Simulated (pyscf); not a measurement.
`[SnH3][O][SnH3]` + `[FH]` → `[F][SnH3]` + `[OH][SnH3]` (four-centre exchange; singlet surface; O–Sn, F–H broken, F–Sn, H–O formed). PySCF, gas phase, ωB97X-D3(BJ)/def2-SVP geometries. Energies in eV from the separated reactants.

```csv
level,barrier,reaction energy
ωB97X-D3(BJ)/def2-TZVP,-0.18,-0.29
r²SCAN/def2-TZVP,-0.30,-0.40
PBE0-D3(BJ)/def2-TZVP,-0.22,-0.34
M06-2X/def2-TZVP,-0.25,-0.34
ωB97M-D3(BJ)/def2-TZVP,-0.16,-0.40
HF/def2-TZVP,0.32,-0.44
```

On the reactant side the descent ends in a bound adduct, 0.54 eV under the separated species and 0.36 eV under the saddle at ωB97X-D3(BJ)/def2-TZVP. On the product side the descent ends in a bound adduct (not fully relaxed), 0.39 eV under the separated species and 0.49 eV under the saddle at ωB97X-D3(BJ)/def2-TZVP. At ωB97X-D3(BJ)/def2-TZVP, r²SCAN, PBE0-D3(BJ), M06-2X, ωB97M-D3(BJ) the saddle lies under the separated reactants, which points to a path from their complex (located at ωB97X-D3(BJ) alone). H₃Sn–O–SnH₃ lies 0.39 eV over its isomer HO–SnH₂–SnH₃ (electronic energy, ωB97M-D3(BJ)/def2-TZVP). One saddle was located; it need not be the lowest between these sides. Elements past Kr carry the def2 core potentials, without spin-orbit coupling.
